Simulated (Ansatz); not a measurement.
## H2Se, singlet in 6-31G: errors against full CI

Geometry: a point of a stretch scan, not a stationary point.

```xyz
3

Se    0.0000   -0.0300   -0.0045
H     0.0000    0.9965   -1.0523
H     0.0000    1.3528    1.4070
```

Basis 6-31G (Cartesian d functions); Ansatz 0.2.0. Correlated methods freeze the noble-gas cores and the filled d shells of p-block atoms, which leaves 8 electrons in 19 orbitals. R marks a restricted (for open shells ROHF) determinant, U an unrestricted one. Active spaces: pair = (2e, 2o) about the gap; valence = (8e, 6o) chosen from the atoms' valence shells. No spin–orbit coupling is included, and no scalar relativity.

Full CI is exact within this basis and frozen core; it isn't the basis-set limit. The frozen core follows each run's orbitals, which can shift R against U totals by a few meV for light atoms and by up to 0.1 eV past Ca.

```
UHF ⟨S²⟩                          : 0.251
T1 diagnostic (RCCSD)             : 0.0122
largest doubles amplitude (RCCSD) : 0.207
```

| level | E − E(full CI) (kJ/mol) | share of correlation (%) | wall time |
| --- | --- | --- | --- |
| RHF | 240.4 | 0.00 | – |
| RMP2 | 66.6 | 72.30 | – |
| CISD | 14.5 | 93.98 | 0.48 s |
| RCCSD | 3.7 | 98.46 | – |
| RCCSD(T) | 0.8 | 99.67 | 0.57 s |
| BCCD(T) | 0.8 | 99.65 | 0.45 s |
| RCCSDT | 0.3 | 99.86 | – |
| RCCSDT(Q) | 0.0 | 99.98 | 0.87 s |
| RCCSDTQ | 0.0 | 100.00 | 5 s |
| CASSCF (pair space) | 144.4 | 39.92 | – |
| NEVPT2 (pair space) | 31.3 | 86.96 | 0.54 s |
| MRCISD (pair space) | 4.7 | 98.03 | – |
| MRCISD+Q (pair space) | -0.2 | 100.07 | 0.63 s |
| CASSCF (valence space) | 86.6 | 63.97 | – |
| NEVPT2 (valence space) | 20.4 | 91.50 | 0.57 s |
| MRCISD (valence space) | 2.3 | 99.03 | – |
| MRCISD+Q (valence space) | 0.8 | 99.65 | 0.87 s |

The correlation energy at full CI, counted from RHF, is -2.492 eV. That run took 19 s on 1 thread of Arm Neoverse V1, shared host over 7,518,416 determinants.

Run but not shown, since their state, orbitals or frozen core can't be matched to the reference's or they repeat it: UHF.

Times hold each run's SCF and search for its determinant on a shared host, so for small cases they say little of a method's own cost; they ran on 1 thread of Arm Neoverse V1. Some runs computed forces too.

The full-CI state has the irrep A' of Cs, in the program's axes.

Natural occupations of full CI about the gap: 1.988 1.985 1.960 1.880 0.120 0.037 0.011 0.007 0.004 0.003; effectively unpaired electrons, Σ n²(2−n)², 0.12.
